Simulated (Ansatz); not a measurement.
```yaml
crystal:
  periodic: [false, false, false]
  atoms:
    - {symbol: Si, position_ang: [-1.630166, -0.376392, 0.037487]}
    - {symbol: Ge, position_ang: [0.653606, 0.184003, -0.031872]}
    - {symbol: H, position_ang: [-2.316263, 0.259746, 1.167393]}
    - {symbol: H, position_ang: [-2.031173, -1.786336, -0.038184]}
    - {symbol: H, position_ang: [1.248831, -0.815891, -1.077294]}
    - {symbol: H, position_ang: [1.418011, -0.430344, 1.200463]}
basis:
  gaussian: {orbitals: def2-TZVP}
magnetization: {spin_polarized: true, initial_magnetization: 2}
hamiltonian: {xc: pbe0}
relax: {f_tol: 0.004, max_steps: 80}
```

```sh
$ ansatz run in.yaml --threads 1 --pin off --events-out ev --progress --plain --max-ram 2176MiB
```

Steps of the relaxation (energy above the last step; positions in Å, forces in eV/Å):

```
6
step 1, 196.5 meV
Si   -1.630   -0.376    0.037   -0.266    0.596   -0.255
Ge    0.654    0.184   -0.032    0.527   -1.239    0.155
H    -2.316    0.260    1.167   -0.224    0.162    0.301
H    -2.031   -1.786   -0.038    0.092   -0.460    0.002
H     1.249   -0.816   -1.077   -0.010    0.442   -0.272
H     1.418   -0.430    1.200   -0.119    0.498    0.069
```

```
6
step 2, 52.4 meV
Si   -1.701   -0.322    0.036    0.347   -0.160   -0.203
Ge    0.667   -0.006   -0.021    0.338   -0.115    0.025
H    -2.392    0.286    1.196   -0.023    0.071    0.123
H    -1.985   -1.783   -0.024   -0.186   -0.054    0.049
H     1.312   -0.774   -1.242   -0.220    0.235    0.466
H     1.442   -0.365    1.312   -0.256    0.023   -0.459
```

```
6
step 3, 18.6 meV
Si   -1.678   -0.347    0.028    0.077   -0.042   -0.064
Ge    0.672    0.027   -0.020    0.117   -0.190    0.031
H    -2.359    0.288    1.187    0.000    0.032    0.028
H    -2.030   -1.798   -0.018   -0.041    0.003    0.035
H     1.307   -0.760   -1.206   -0.052    0.149    0.146
H     1.431   -0.375    1.287   -0.101    0.049   -0.175
```

```
6
step 4, 10.1 meV
Si   -1.664   -0.379    0.018   -0.228   -0.106    0.041
Ge    0.649   -0.020    0.006    0.250    0.154    0.011
H    -2.360    0.345    1.119    0.018    0.003   -0.034
H    -2.036   -1.824    0.068   -0.068    0.002    0.016
H     1.324   -0.648   -1.226    0.042   -0.014   -0.052
H     1.430   -0.440    1.273   -0.014   -0.039    0.018
```

```
6
step 9, 0.0 meV
Si   -1.668   -0.424    0.019    0.002   -0.003    0.001
Ge    0.661   -0.022    0.018   -0.001    0.001    0.001
H    -2.370    0.392    1.048    0.001    0.000    0.000
H    -2.084   -1.851    0.160    0.000    0.002   -0.001
H     1.367   -0.545   -1.249    0.000   -0.001   -0.002
H     1.436   -0.515    1.263   -0.001    0.000    0.000
```

Close pairs at the end: Si1–H3 1.489 Å, Si1–H4 1.493 Å, Ge2–H5 1.542 Å, Ge2–H6 1.547 Å, Si1–Ge2 2.364 Å.

A stationary point of unrestricted PBE0 after 9 steps, with ⟨S²⟩ = 2.006 against 2.00 for a pure state; no frequencies were run, so it isn't proven a minimum. 66 s on 1 thread of AMD EPYC 7R43, shared host.
